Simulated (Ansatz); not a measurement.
**AlH₃O₂ (SMILES [OH][AlH][OH]): one structure at several levels**

An exercise on one series of results from a longer session: the logs are not shown, and one member is left open.

Method: single points in def2-TZVPP; program: Ansatz 0.2.0, Gaussian basis.

Cores are frozen in the correlated methods.

**Starting geometry**

SMILES `[OH][AlH][OH]`, 6 atoms, charge 0, spin multiplicity 1.

Atoms are counted from 1 here; the program's logs count them from 0.

Bond lengths: O1–Al2 1.822 Å, O1–H4 1.054 Å, Al2–O3 1.842 Å, Al2–H5 1.582 Å, O3–H6 0.862 Å. Angles: Al2–O1–H4 174.2°, O1–Al2–O3 123.0°, O1–Al2–H5 116.9°, O3–Al2–H5 119.7°, Al2–O3–H6 165.5°.

As a file:

```
O    -1.4489   -0.3719   -0.6658
Al    0.2156    0.2567   -0.2715
O     1.1359   -0.2237    1.2497
H    -2.3750   -0.7532   -0.9934
H     0.9312    1.1320   -1.3775
H     1.5338   -0.2393    2.0139
```

Set-up of the first run:

Contents of run/in.yaml:

```yaml
crystal:
  periodic: [false, false, false]
  atoms:
    - {symbol: O, position_ang: [-1.448900, -0.371900, -0.665800]}
    - {symbol: Al, position_ang: [0.215600, 0.256700, -0.271500]}
    - {symbol: O, position_ang: [1.135900, -0.223700, 1.249700]}
    - {symbol: H, position_ang: [-2.375000, -0.753200, -0.993400]}
    - {symbol: H, position_ang: [0.931200, 1.132000, -1.377500]}
    - {symbol: H, position_ang: [1.533800, -0.239300, 2.013900]}
basis:
  gaussian: {orbitals: def2-TZVPP}
correlation: {method: ccsd_t}
output: {forces: true}
```

The command line of these runs was not kept.

Among the steps run: CCSD(T)/def2-TZVPP; PBE0-D4/def2-TZVPP; wB97M-V/def2-TZVPP; r2SCAN-D4/def2-TZVPP; PBE-D4/def2-TZVPP; BLYP-D4/def2-TZVPP; HSE06-D4/def2-TZVPP.

One table of the session follows, with a row left open; its other results are not shown here.

```
   method  RMS force component (eV/Å)  angle to CCSD(T) forces (°)  dipole (D)
  CCSD(T)                       3.190                    reference        0.58
  PBE0-D4                       3.200                          0.4        0.56
  wB97M-V                       3.178                          0.9        0.57
r2SCAN-D4                       3.189                          0.7        0.56
   PBE-D4                       3.226                          3.3        0.53
  BLYP-D4                       3.197                          3.8        0.53
 HSE06-D4                           ?                            ?           ?
```

Q: Estimate the row for HSE06-D4 from the others.

As computed: RMS force component (eV/Å): 3.202; angle to CCSD(T) forces (°): 0.4; dipole (D): 0.56. In the column «RMS force component (eV/Å)» it lies between PBE0-D4 (3.200) and PBE-D4 (3.226).
